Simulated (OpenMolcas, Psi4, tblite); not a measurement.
A ladder of methods for ClF (chlorine monofluoride)

ClF has 2 atoms, charge 0, and is taken as a singlet. As SMILES, `FCl`. Geometry: relaxed at PBE0-D4/def2-TZVP.

```xyz
2

F     0.0000    0.0000    0.0313
Cl    0.0000    0.0000    1.6510
```

Each level gives the dipole moment (D). The values are calculated.

Measured value to compare with: NIST CCCBDB gives the dipole moment of the gas as 0.88 D.

| level | kind | program | value (D) | computed − measured | CPU time |
| --- | --- | --- | --- | --- | --- |
| IPEA1-xTB | semi-empirical | tblite | 0.81 | -0.07 | under 2 s |
| HF/cc-pVTZ | Hartree–Fock | OpenMolcas | 1.18 | +0.30 | 2.2 s |
| SVWN5/cc-pVTZ | LDA | Psi4 | 0.83 | -0.05 | 11 s |
| PBE/cc-pVTZ | GGA | OpenMolcas | 0.77 | -0.11 | 6.4 s |
| M06-L/cc-pVTZ | meta-GGA | OpenMolcas | 0.81 | -0.07 | 8.4 s |
| TPSSh/cc-pVTZ | hybrid meta-GGA | Psi4 | 0.83 | -0.05 | 13 s |
| CAM-B3LYP/cc-pVTZ | range-separated hybrid | Psi4 | 0.96 | +0.08 | 20 s |

Nearest: SVWN5/cc-pVTZ (-0.05 D), TPSSh/cc-pVTZ (-0.05 D); farthest: HF/cc-pVTZ (+0.30 D). The measured dipole is a vibrational average, so differences of a few hundredths of a debye mean little. Computed less measured by kind, in D (of the ab initio rows, those in cc-pVTZ): semi-empirical -0.07; Hartree–Fock +0.30; LDA -0.05; GGA -0.11; meta-GGA -0.07; global hybrid -0.05; range-separated hybrid +0.08. Magnitudes only. CPU times are rough (shared hosts, several kinds of processor and program).
